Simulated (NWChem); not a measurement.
methane (CH₄); SMILES C

Program: NWChem. All runs use the structure optimised with PBE0/def2-SVP. Core excitations by TDA in a window of 1s orbitals, non-relativistic and unshifted: absolute energies depend strongly on the exact-exchange share.

### Question
Predict the results for C K edge, PBE0/def2-TZVP. Quantities: first 1s excitation (eV); dipole oscillator strength of the first; first state with f > 0.002 (eV); dipole oscillator strength of that state.

### Answer
first 1s excitation (eV): 277.6
dipole oscillator strength of the first: 0.0000
first state with f > 0.002 (eV): 279.0
dipole oscillator strength of that state: 0.0281
